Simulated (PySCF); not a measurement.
HS, multiplicity 2. Atoms are numbered in the order given.

```xyz
2

S      0.0000     0.0000    -0.0793
H      0.0000     0.0000     1.2680
```
Charge 0, spin multiplicity 2.

The structure is a stationary point at B3LYP-D3(BJ)/def2-TZVPD.

These are PySCF with CAM-B3LYP/def2-TZVPD values and carry that method's errors.

Mulliken values depend strongly on the basis, most of all with diffuse functions as here. Atomic charges (e):

```
atom  Mulliken  meta-Löwdin  Mulliken spin
----  --------  -----------  -------------
S1       -0.15          ___           1.03
H2        0.15          ___          -0.03
```

**Question.** What belongs in the gaps? (An estimate is asked for; the answer gives what the named calculation found.)

**Answer.** 
- S1, meta-Löwdin: -0.11
- H2, meta-Löwdin: 0.11
